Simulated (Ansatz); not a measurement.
**N2H2 (triplet): wave-function methods side by side, def2-TZVPP**

The task here is to estimate one member of a computed series from the others.

Program: Ansatz 0.2.0, Gaussian basis. Level of theory: def2-TZVPP, core rule «outside noble gas», up to 2 orbitals frozen. These are calculated values, not measurements.

To be run: UHF; ROHF; CCSD(T) on UHF.

2 further runs of the same task are left out: 2 set aside as unsound or not needed.

### What is computed

The geometry is a PBE0/def2-TZVP stationary point (not a proven minimum) of the parent state, kept for this charge and spin.

4 atoms, charge 0, spin multiplicity 3.

Atoms are counted from 1 here; the program's logs count them from 0.

Bond lengths: N1–N2 1.204 Å, N1–H3 1.044 Å, N1–H4 1.044 Å. Angles: N2–N1–H3 124.0°, N2–N1–H4 124.0°, H3–N1–H4 112.0°.

The first run:

in.yaml

```yaml
crystal:
  periodic: [false, false, false]
  atoms:
    - {symbol: N, position_ang: [0.000000, 0.000000, 0.522211]}
    - {symbol: N, position_ang: [0.000000, 0.000000, -0.681356]}
    - {symbol: H, position_ang: [0.000000, 0.865113, 1.105769]}
    - {symbol: H, position_ang: [0.000000, -0.865113, 1.105769]}
basis:
  gaussian: {orbitals: def2-TZVPP}
magnetization: {spin_polarized: true, initial_magnetization: 2}
hamiltonian: {xc: hf}
output: {orbitals: {seedname: orbitals}}
```

Command:

```
$ ansatz run in.yaml --threads 1 --pin off --events-out ev --progress --plain --max-ram 4096MiB --backend cpu
```

Steps of the session up to this table: UHF; ROHF; CCSD(T) on UHF.

One of the session's tables, all rows but one given; the rest of the session is left out.

```
  method  from UCCSD(T) (meV)
    ROHF             +10830.2
     UHF                    ?
    UMP2               +965.4
   UCCSD               +361.4
UCCSD(T)                    0
```

**Question.** Estimate the row for UHF.

**Answer.** from UCCSD(T) (meV): +10529.6. In the column «from UCCSD(T) (meV)» it lies between UMP2 (+965.4) and ROHF (+10830.2).
